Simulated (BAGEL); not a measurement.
# CH4Si (SMILES C[SiH]): levels of theory compared

Aim: a comparison of 6 runs (HF/3-21G, HF/def2-SVP, PBE exchange/3-21G, B3LYP/6-31G*, MRCI(2,2)/6-31G*, RI-MP2/6-31G*) of CH4Si. 

The results are computed with BAGEL 1.2.2.

4 further runs of the same task are left out: 4 set aside as unsound or not needed.

## 1. The structure to begin with

CH4Si: 6 atoms, total charge 0, spin state singlet. As SMILES, `C[SiH]`. Geometry: relaxed at PBE0-D4/def2-TZVP.

Bond lengths: C1–Si2 1.892 Å, C1–H3 1.098 Å, C1–H4 1.091 Å, C1–H5 1.098 Å, Si2–H6 1.531 Å. Angles: C1–Si2–H6 94.2°, Si2–C1–H3 109.7°, Si2–C1–H4 113.8°, Si2–C1–H5 109.5°, H3–C1–H4 109.0°, H3–C1–H5 105.5°, H4–C1–H5 109.0°.

## 2. A single-point energy at HF/3-21G (run 1)

The input, job.json:

```json
{ "bagel" : [

{
  "title" : "molecule",
  "basis" : "3-21g",
  "df_basis" : "qzvpp-jkfit",
  "angstrom" : "false",
  "geometry" : [
    { "atom" : "C", "xyz" : [ -0.17668939, -0.69163976, -0.69976558 ] },
    { "atom" : "Si", "xyz" : [  1.73344577,  0.39646454,  2.12083963 ] },
    { "atom" : "H", "xyz" : [ -2.18622415, -0.77497668, -0.19313001 ] },
    { "atom" : "H", "xyz" : [  0.40629112, -2.52391821, -1.44186103 ] },
    { "atom" : "H", "xyz" : [ -0.04535343,  0.72187538, -2.21249135 ] },
    { "atom" : "H", "xyz" : [  0.26871905,  2.87238371,  2.42640834 ] }
  ]
},
{
  "title" : "hf",
  "df" : "false"
},
{
  "title" : "print",
  "file" : "orbitals.molden",
  "orbitals" : "true"
}

]}
```

The run is started by

```sh
BAGEL_NUM_THREADS=1 BAGEL job.json > job.out
```

The log of the run:

```text
* using 1 threads per process

  ===============================================================
  ===============================================================

  *** Geometry ***

  { "atom" : "C", "xyz" : [     -0.176689,     -0.691640,     -0.699766 ] },
  { "atom" : "Si", "xyz" : [      1.733446,      0.396465,      2.120840 ] },
  { "atom" : "H", "xyz" : [     -2.186224,     -0.774977,     -0.193130 ] },
  { "atom" : "H", "xyz" : [      0.406291,     -2.523918,     -1.441861 ] },
  { "atom" : "H", "xyz" : [     -0.045353,      0.721875,     -2.212491 ] },
  { "atom" : "H", "xyz" : [      0.268719,      2.872384,      2.426408 ] },

  Number of auxiliary basis functions:      275

  Since a DF basis is specified, we compute 2- and 3-index integrals:
    o Being stored without compression. Storage requirement is 0.002 GB

  Number of basis functions:       30
  Number of electrons      :       24

    * METHOD: MOLECULE                             0.04

  *** RHF ***

  === Nuclear Repulsion ===
    48.6036937310

      * DIIS with orbital gradients will be used.

  === RHF iteration (3-21g) ===
      0       -325.62724263          0.03497570           0.01
      1       -327.20392898          0.02903159           0.01
      2       -327.31138667          0.00800544           0.01
      3       -327.32341710          0.00204200           0.01
      4       -327.32412888          0.00054715           0.01
      5       -327.32421055          0.00012139           0.01
      6       -327.32421561          0.00004481           0.01
      7       -327.32421653          0.00001704           0.01
      8       -327.32421668          0.00000395           0.01
      9       -327.32421669          0.00000101           0.01
     10       -327.32421669          0.00000027           0.01
     11       -327.32421669          0.00000013           0.01
     12       -327.32421669          0.00000004           0.01
     13       -327.32421669          0.00000001           0.01
    * SCF iteration converged.

    * Permanent dipole moment:
           (    0.329073,     0.008884,     0.352861) a.u.

    * METHOD: HF                                   0.22

    * METHOD: PRINT                                0.00

  ===============================================================
```

It took 0.52 s on 1 thread of Intel Xeon Platinum 8488C (Sapphire Rapids), shared host.

## 3. The energy at HF/def2-SVP (run 2)

The input, job.json:

```json
{ "bagel": [

{
  "title": "molecule",
  "basis": "svp",
  "df_basis": "qzvpp-jkfit",
  "geometry": [
    { "atom": "C", "xyz": [    -0.17668939,    -0.69163976,    -0.69976558 ] },
    { "atom": "Si", "xyz": [     1.73344577,     0.39646454,     2.12083963 ] },
    { "atom": "H", "xyz": [    -2.18622415,    -0.77497668,    -0.19313001 ] },
    { "atom": "H", "xyz": [     0.40629112,    -2.52391821,    -1.44186103 ] },
    { "atom": "H", "xyz": [    -0.04535343,     0.72187538,    -2.21249135 ] },
    { "atom": "H", "xyz": [     0.26871905,     2.87238371,     2.42640834 ] }
  ]
},

{
  "title": "hf",
  "df": false
},

{
  "title": "print",
  "file": "orbitals.molden",
  "orbitals": true
}

]}
```

The run is started by

```sh
BAGEL_NUM_THREADS=1 BAGEL job.json > job.out
```

The log of the run:

```text
* using 1 threads per process

  ===============================================================
  ===============================================================

  *** Geometry ***

  { "atom" : "C", "xyz" : [     -0.176689,     -0.691640,     -0.699766 ] },
  { "atom" : "Si", "xyz" : [      1.733446,      0.396465,      2.120840 ] },
  { "atom" : "H", "xyz" : [     -2.186224,     -0.774977,     -0.193130 ] },
  { "atom" : "H", "xyz" : [      0.406291,     -2.523918,     -1.441861 ] },
  { "atom" : "H", "xyz" : [     -0.045353,      0.721875,     -2.212491 ] },
  { "atom" : "H", "xyz" : [      0.268719,      2.872384,      2.426408 ] },

  Number of auxiliary basis functions:      275

  Since a DF basis is specified, we compute 2- and 3-index integrals:
    o Being stored without compression. Storage requirement is 0.006 GB

  Number of basis functions:       52
  Number of electrons      :       24

    * METHOD: MOLECULE                             0.05

  *** RHF ***

  === Nuclear Repulsion ===
    48.6036937310

      * DIIS with orbital gradients will be used.

  === RHF iteration (svp) ===
      0       -325.06905939          0.03900309           0.08
      1       -328.40946150          0.04694579           0.08
      2       -328.85700282          0.01695581           0.07
      3       -328.93161757          0.00549147           0.08
      4       -328.94284609          0.00151069           0.08
      5       -328.94371818          0.00029605           0.08
      6       -328.94376711          0.00007094           0.08
      7       -328.94377059          0.00002624           0.07
      8       -328.94377124          0.00001167           0.08
      9       -328.94377140          0.00000424           0.08
     10       -328.94377142          0.00000144           0.07
     11       -328.94377143          0.00000051           0.07
     12       -328.94377143          0.00000019           0.07
     13       -328.94377143          0.00000006           0.07
     14       -328.94377143          0.00000002           0.07
     15       -328.94377143          0.00000001           0.06
    * SCF iteration converged.

    * Permanent dipole moment:
           (    0.294663,     0.029856,     0.332106) a.u.

    * METHOD: HF                                   1.25

    * METHOD: PRINT                                0.00

  ===============================================================
```

Run time: 1.6 s. Hardware: 1 thread of Intel Xeon Platinum 8488C (Sapphire Rapids), shared host.

Runs 3 to 5 aren't shown in full; the table further down has their settings and results.

## 4. Energy and gradient at RI-MP2/6-31G(d) (density fitting with qzvpp-jkfit, cc-pv5z-ri for correlation, spherical functions) (run 6)

The input, mp2.json:

```json
{ "bagel" : [

{
  "title" : "molecule",
  "basis" : "6-31gs.json",
  "df_basis" : "qzvpp-jkfit",
  "angstrom" : true,
  "geometry" : [
    { "atom" : "C", "xyz" : [      -0.093500,      -0.366000,      -0.370300 ] },
    { "atom" : "Si", "xyz" : [       0.917300,       0.209800,       1.122300 ] },
    { "atom" : "H", "xyz" : [      -1.156900,      -0.410100,      -0.102200 ] },
    { "atom" : "H", "xyz" : [       0.215000,      -1.335600,      -0.763000 ] },
    { "atom" : "H", "xyz" : [      -0.024000,       0.382000,      -1.170800 ] },
    { "atom" : "H", "xyz" : [       0.142200,       1.520000,       1.284000 ] }
  ]
},

{
  "title" : "force",
  "method" : [
    { "title" : "mp2", "charge" : 0, "ncore" : 6, "aux_basis" : "cc-pv5z-ri" }
  ]
}

]}
```

The basis set 6-31G* is read from a file made from the Basis Set Exchange's data (not shown).

The run is started by

```sh
BAGEL_NUM_THREADS=1 BAGEL mp2.json > mp2.out
```

The log of the run:

```text
* using 1 threads per process

  ===============================================================
  ===============================================================

  *** Geometry ***

  { "atom" : "C", "xyz" : [     -0.176689,     -0.691640,     -0.699766 ] },
  { "atom" : "Si", "xyz" : [      1.733446,      0.396465,      2.120840 ] },
  { "atom" : "H", "xyz" : [     -2.186224,     -0.774977,     -0.193130 ] },
  { "atom" : "H", "xyz" : [      0.406291,     -2.523918,     -1.441861 ] },
  { "atom" : "H", "xyz" : [     -0.045353,      0.721875,     -2.212491 ] },
  { "atom" : "H", "xyz" : [      0.268719,      2.872384,      2.426408 ] },

  Number of auxiliary basis functions:      275

  Since a DF basis is specified, we compute 2- and 3-index integrals:
    o Being stored without compression. Storage requirement is 0.004 GB

  Number of basis functions:       40
  Number of electrons      :       24

    * METHOD: MOLECULE                             0.05

  The gradients will be computed analytically.

  *** RHF ***

  === Nuclear Repulsion ===
    48.6036936582

      * DIIS with orbital gradients will be used.

  === RHF iteration (6-31gs.json) ===
      0       -328.98169099          0.01941314           0.01
      1       -329.03422163          0.00823095           0.01
      2       -329.04405899          0.00180479           0.01
      3       -329.04490926          0.00022760           0.01
      4       -329.04493090          0.00006503           0.01
      5       -329.04493253          0.00001409           0.01
      6       -329.04493260          0.00000343           0.01
      7       -329.04493260          0.00000057           0.01
      8       -329.04493260          0.00000015           0.01
      9       -329.04493260          0.00000005           0.01
     10       -329.04493260          0.00000001           0.01
     11       -329.04493260          0.00000000           0.01
    * SCF iteration converged.

    * Permanent dipole moment:
           (    0.316579,     0.014883,     0.343947) a.u.

  === DF-MP2 calculation ===

    * freezing 6 orbitals
  Number of auxiliary basis functions:      787

  Since a DF basis is specified, we compute 2- and 3-index integrals:
    o Being stored without compression. Storage requirement is 0.010 GB

  Number of basis functions:       40
  Number of electrons      :       24

      MP2 correlation energy:   -0.1992304623

    * Permanent dipole moment: MP2 unrelaxed
           (    0.317166,     0.015891,     0.345353) a.u.

  === Z-vector iteration ===

      0     0.00047657859750           0.00
      1     0.00008886953416           0.00
      2     0.00002148954155           0.00
      3     0.00000401925068           0.00
      4     0.00000079756325           0.00
      5     0.00000016106305           0.00
      6     0.00000003300308           0.00
      7     0.00000000587599           0.00

    * Permanent dipole moment: MP2 relaxed
           (    0.338111,     0.005824,     0.360181) a.u.

  * Nuclear energy gradient

    o Atom   0
        x          0.0017068240
        y          0.0002643760
        z          0.0020847518
    o Atom   1
        x         -0.0013305696
        y         -0.0032730189
        z         -0.0038659224
    o Atom   2
        x          0.0005425087
        y          0.0007204587
        z          0.0005043679
    o Atom   3
        x          0.0003370757
        y          0.0002540953
        z          0.0005241793
    o Atom   4
        x          0.0000849867
        y          0.0003936138
        z          0.0009280568
    o Atom   5
        x         -0.0013408255
        y          0.0016404750
        z         -0.0001754334

    * METHOD: FORCE                                1.79

  ===============================================================
```

It took 2.1 s on 1 thread of Intel Xeon Platinum 8488C (Sapphire Rapids), shared host; peak memory 0.11 GiB.

## 5. Overview of the runs

| run | level | integral approximation | task | energy (Eh) | dipole moment (D) | wall time |
| --- | --- | --- | --- | --- | --- | --- |
| 1 | HF/3-21G | none | energy | -327.324217 | 1.23 | 0.52 s |
| 2 | HF/def2-SVP | none | energy | -328.943771 | 1.13 | 1.6 s |
| 3 | PBE exchange/3-21G (density fitting with svp-jkfit) | svp-jkfit | energy | -327.148413 | 1.55 | 2 s |
| 4 | B3LYP/6-31G* (density fitting with qzvpp-jkfit, spherical functions) | qzvpp-jkfit | gradient | -329.939090 | 1.31 | 3.6 s |
| 5 | MRCI(2,2)/6-31G* (density fitting with AutoAux, spherical functions) | AutoAux | energy | -329.265617 | – | 1.7 s |
| 6 | RI-MP2/6-31G* (density fitting with qzvpp-jkfit, cc-pv5z-ri for correlation, spherical functions) | qzvpp-jkfit | gradient | -329.244163 | 1.26 | 2.1 s |

## 6. Results

```
                                                      quantity          value
                                           run 6: total energy  -329.24416 Eh
run 6: dipole moment (of the density that the program reports)         1.26 D
            run 6: correlation energy (6 core orbitals frozen)     -199.2 mEh
                               run 6: largest force on an atom     0.269 eV/Å
```

In words: Over runs 1, 2, 3, 4, 6 the dipole moment (its size) runs from 1.13 D (HF/def2-SVP) to 1.55 D (PBE exchange/3-21G). The two ends differ in method and basis. Over runs 1, 2, 3 the HOMO–LUMO gap runs from 1.61 eV (PBE exchange/3-21G) to 9.51 eV (HF/def2-SVP). Totals of different functionals can't be ranked against each other. All runs together took 12 s, the longest 3.6 s.
